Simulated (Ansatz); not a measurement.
**Isomers**

Structures of CH₃AlN, doublet, relaxed at PBE0-D4/def2-TZVP (vibrations not checked; lower isomers may exist, and structures with a doubtful reference or unclear bonds are left out). Computed with Ansatz 0.2.0 (basis: def2-TZVPP); correlated methods freeze the cores; orbitals are unrestricted. B3LYP uses VWN-RPA correlation.

Rank them by CCSD(T) energy, lowest first, and give each one's height above the lowest. Links in brackets join atoms within 1.22 times the sum of their covalent radii (1.1 for two metals). (To be estimated.)
A.
CH₃AlN ([CH2][N][AlH])
```
6
angstrom
C -0.8648 -0.1770 -0.7508
N 0.1446 0.1122 -0.0799
Al 1.6145 0.6004 0.7291
H -0.9198 -1.0824 -1.3737
H -1.7683 0.4511 -0.7582
H 1.7939 0.0957 2.2336
```
B.
CH₃AlN ([CH]1[NH][AlH]1)
```
6
angstrom
C 0.3461 0.2099 -0.7326
N -0.3936 -0.6631 -0.1496
Al 0.8478 0.0929 1.1680
H -1.1256 -1.1844 -0.6295
H 0.2381 0.4413 -1.7966
H 0.1347 1.1522 2.1393
```
C.
CH₃AlN ([C]1[NH][AlH2]1)
```
6
angstrom
C -0.5366 -0.6622 -0.1143
N 0.3453 0.1192 -0.5400
Al 0.5230 0.2287 1.4055
H 1.7303 -0.5945 1.9998
H 0.5802 0.3475 -1.5081
H -0.1177 1.5183 2.0496
```

The calculation gives: A (0.000 eV), B (0.557 eV), C (0.881 eV). Heights count from the lowest.

Do PBE-D4, r2SCAN-D4, PBE0-D4, B3LYP-D4, wB97M-V, HF, MP2 give the same order? (Judge from chemistry; the calculation decides.)

Computed: All do.

No T1 diagnostic of these runs exceeds 0.026. ⟨S²⟩ of the unrestricted Hartree–Fock references: 0.76 to 0.80 (a pure state has 0.75). The unrestricted reference is spin-contaminated, which hurts MP2 most.

For scale, one of the runs: CCSD(T)/def2-TZVPP, 146 basis functions, launched by `ansatz run in.yaml --threads 2 --pin off --events-out ev --progress --plain --max-ram 4352MiB`. The run took 41 s on 2 CPU threads of an Arm Neoverse V1 (shared host), with 2 GiB of host memory at its peak.
